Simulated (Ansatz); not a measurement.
# Al₂H+ (quintet): wave-function methods side by side, def2-QZVPP

The task here is to estimate one member of a computed series from the others.

Method: def2-QZVPP, core rule «outside noble gas», up to 10 orbitals frozen; program: Ansatz 0.2.0, Gaussian basis.

Plan: UHF; ROHF; CCSD(T) on UHF.

### What is computed

The geometry is a PBE0/def2-TZVP stationary point (not a proven minimum) of the parent state, kept for this charge and spin.

3 atoms, charge 1, spin multiplicity 5.

Atoms are counted from 1 here; the program's logs count them from 0.

Bond lengths: Al1–Al2 2.360 Å, Al1–H3 1.583 Å. Angles: Al2–Al1–H3 180.0°.

Set-up of the first run:

File in.yaml:

```yaml
crystal:
  periodic: [false, false, false]
  atoms:
    - {symbol: Al, position_ang: [0.000000, 0.000000, 0.259056]}
    - {symbol: Al, position_ang: [0.000000, 0.000000, -2.101360]}
    - {symbol: H, position_ang: [0.000000, 0.000000, 1.842303]}
basis:
  gaussian: {orbitals: "def2-QZVPP.json"}
total_charge: 1
magnetization: {spin_polarized: true, initial_magnetization: 4}
hamiltonian: {xc: hf}
output: {orbitals: {seedname: orbitals}}
```

Started as:

```
$ ansatz run in.yaml --threads 1 --pin off --events-out ev --progress --plain --max-ram 2393MiB
```

Among the steps run: UHF; ROHF; CCSD(T) on UHF.

One of the session's tables, all rows but one given; the rest of the session is left out.

```
  method  from UCCSD(T) (meV)
    ROHF              +2397.4
     UHF                    ?
    UMP2               +677.0
   UCCSD               +100.0
UCCSD(T)                    0
```

Q: Estimate the row for UHF from the others.

**Answer.** from UCCSD(T) (meV): +2364.8. In the column «from UCCSD(T) (meV)» it lies between UMP2 (+677.0) and ROHF (+2397.4).
